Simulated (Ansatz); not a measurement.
# C4H6FN: geometry optimisation

Computed with the Python package of Ansatz 0.2.0. Level of theory: PBE0/cc-pVDZ.

## Step 1: The structure

Bond lengths: C1–C2 1.523 Å, C2–C3 1.523 Å, C2–F4 1.367 Å, C2–C5 1.474 Å, C5–N6 1.162 Å, C1–H7 1.095 Å, C1–H8 1.096 Å, C1–H9 1.095 Å, C3–H10 1.096 Å, C3–H11 1.095 Å, C3–H12 1.095 Å. Angles (14 of 19 angles, heavy atoms first): C1–C2–C3 111.3°, C1–C2–F4 107.5°, C1–C2–C5 110.8°, C3–C2–F4 107.5°, C3–C2–C5 110.8°, F4–C2–C5 108.6°, C2–C5–N6 178.6°, C2–C1–H7 111.9°, C2–C1–H8 110.8°, C2–C1–H9 110.7°, C2–C3–H10 110.7°, C2–C3–H11 111.9°, C2–C3–H12 110.7°, H7–C1–H8 108.1°.

No structure file is read: the coordinates are typed or built in the script.

## Step 2: The code

The input, opt.py:

```python
# -*- coding: utf-8 -*-
'''Minimum-energy structure of C4H6FN.'''

import itertools

import ansatz as az
from ase.data import atomic_numbers, covalent_radii
import numpy as np

GEOMETRY = '''
C     1.26860   -0.44990    0.04500
C    -0.01590    0.26840   -0.34720
C    -1.24440   -0.50070    0.12080
F    -0.05810    0.32110   -1.71260
C    -0.02790    1.64580    0.17810
N    -0.03640    2.72110    0.61830
H     1.37260   -0.53500    1.13220
H     2.14520    0.08420   -0.33950
H     1.29650   -1.45600   -0.38730
H    -2.16330   -0.00290   -0.20970
H    -1.27930   -0.58860    1.21210
H    -1.25760   -1.50760   -0.31030
'''

molecule = az.Crystal.molecule()
for line in GEOMETRY.strip().splitlines():
    symbol, *xyz = line.split()
    molecule = molecule.atom(symbol, [float(v) for v in xyz])

calculation = molecule.calculation()
calculation = calculation.basis(gaussian='cc-pVDZ')
calculation = calculation.functional('pbe0')
symbols = [site.symbol for site in molecule.cartesian_sites]
start = np.array([site.position_ang for site in molecule.cartesian_sites], dtype=float)
def progress(event):
    if event['event'] == 'relax_step':
        row = event['data']
        print(f'step {row["step"]:3d}  E = {row["lagrangian_ev"]:.6f} eV  largest force component {row["allowed_force_max_ev_ang"]:.4f} eV/A')


data = calculation.relax(force_tolerance=0.02).session().plan().execute(on_event=progress).report
end = np.array(data['positions_ang'])

print(f'E = {data["free_energy_ev"]:.6f} eV = {data["free_energy_ev"] / 27.211386246:.7f} Ha')
print('converged:', data['converged'], ' doubts:', data['published_state_doubts'] or 'none')

# pairs closer than 1.2 times the sum of covalent radii, before or after
radius = [covalent_radii[atomic_numbers[s]] for s in symbols]
span = lambda where, i, j: np.linalg.norm(where[i] - where[j])
bonded = [(i, j) for i, j in itertools.combinations(range(len(symbols)), 2) if min(span(start, i, j), span(end, i, j)) < 1.2 * (radius[i] + radius[j])]
print('pair        before    after (A)')
for i, j in bonded:
    print(f'{symbols[i]}{i}-{symbols[j]}{j}'.ljust(10), f'{span(start, i, j):8.4f} {span(end, i, j):8.4f}')
for first, second in list(itertools.combinations(bonded, 2)):
    shared = set(first) & set(second)
    if shared and symbols[(j := shared.pop())] != 'H':
        i, k = sorted((set(first) | set(second)) - {j})
        u, v = end[i] - end[j], end[k] - end[j]
        angle = np.degrees(np.arccos(np.clip(u @ v / np.linalg.norm(u) / np.linalg.norm(v), -1, 1)))
        print(f'final angle {symbols[i]}{i}-{symbols[j]}{j}-{symbols[k]}{k}: {angle:.2f} deg')

charges = data['charge_distribution']
print('dipole moment', round(4.803205 * float(np.linalg.norm(charges['dipole_moment_e_ang'])), 3), 'D')
print('Mulliken:', [(s, round(q, 3)) for s, q in zip(symbols, charges['mulliken_charges_e'])])
with open('c4h6fn_opt.xyz', 'w') as handle:
    handle.write(f'{len(symbols)}\nrelaxed C4H6FN\n')
    handle.writelines(f'{s:2s} {x:11.6f} {y:11.6f} {z:11.6f}\n' for s, (x, y, z) in zip(symbols, end))
```

## Step 3: The run

The run is started by

```bash
> python opt.py
```

**Question.** How long does this script take on 1 thread of Arm Neoverse V1, shared host, and how much memory does it need?

About 33 s, with a peak of 0.32 GiB.
